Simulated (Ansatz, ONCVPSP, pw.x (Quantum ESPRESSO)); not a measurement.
# tungsten (W): one change to the ONCV potential, in the atom and in the bcc crystal

* Element: W
* Generator: ONCVPSP 4.0.1.1 (patched build)
* Type: optimised norm-conserving Vanderbilt (ONCV)
* Functional: PBE
* Relativity: scalar-relativistic
* Frozen core: [Kr] 4d10 4f14
* Valence charge: 14
* Reference configuration: 5s2 5p6 5d4 6s2
* Partial waves: 5s+6s: rc 1.45 bohr, ncon 4, nbas 8, qcut 8.4 1/bohr, 3 projectors, debl 0.9 Ha; 5p: rc 1.70 bohr, ncon 3, nbas 7, qcut 9.3 1/bohr, 2 projectors, debl 3.3 Ha; 5d: rc 2.55 bohr, ncon 4, nbas 8, qcut 5.2 1/bohr, 2 projectors, debl 1.2 Ha
* Local potential: polynomial inside 1.20 bohr (lpopt 2, dvloc0 0 Ha)
* Core correction: Teter function, fcfact 5.25, rcfact 1.4

Change: all radii but the core radius scaled by about 1.22 (s 1.78, p 2.08, d 3.12 bohr); local potential polynomial inside 1.46 bohr (lpopt 2, dvloc0 0 Ha).

Cutoffs, loose and tight: the cutoffs (Ha) at which the residual kinetic energy of the hardest occupied pseudo-wave falls to 1 and 0.1 mHa per electron. They do not see the model core or the augmentation charge, which bear on the density cutoff. Test errors are all-electron minus pseudo excitation energies from the reference, over the configurations 5s2 5p6 5d4 6s1; 5s2 5p6 5d4 6s0; 5s2 5p6 5d3 6s0; 5s2 5p5 5d4 6s2; variants that change the core or the reference have their own tests.

Crystal test: bcc W in pw.x 7.5, no spin, 14³ k-points, Fermi–Dirac smearing 0.01 Ry, cutoffs set for each file from its atomic test. The reference is all-electron LAPW (Ansatz 0.2.0) with the same functional, mesh and smearing; V0 and B0 come from Birch–Murnaghan fits to the pressures at five volumes. Errors are pseudo minus all-electron; Δ is the rms difference of the E(V) curves that follow from these fits, minima aligned, over ±6 % about the mean V0. Mesh and smearing are coarse, so the numbers serve the comparison and aren't converged zero-temperature values; the lattice is a test structure that the element need not adopt.

All-electron: a0 = 3.184 Å (V0 = 16.15 Å³/atom), B0 = 300.6 GPa.

Does the change bring the crystal closer to the all-electron result?

The mean pressure error goes from -3.23 to -7.37 GPa, so the change moves the solid further from the all-electron pressures. At 80 % of its cutoff the pressure of the base moves by -4.25 GPa.

| quantity | base | changed |
| --- | --- | --- |
| outcome (atom) | generated | generated |
| cutoff, loose (atom) | 27 Ha | 21 Ha |
| cutoff, tight (atom) | 32 Ha | 26 Ha |
| bound ghosts (atom) | none | none |
| largest test error (meV) (atom) | -194 | -283 |
| cutoffs in pw.x (Ry) | 75/300 | 60/240 |
| a0 (Å) | 3.173 | 3.158 |
| a0 error (%) | -0.36 | -0.84 |
| B0 error (%) | -0.3 | +0.3 |
| Δ (meV/atom) | 11.5 | 26.7 |
| mean pressure error (GPa) | -3.23 | -7.37 |

Changed file: The largest radius (3.12 bohr) exceeds half the bond length (2.60 bohr), so the spheres overlap, which is one possible source of error among others. This is a poor potential for the solid.
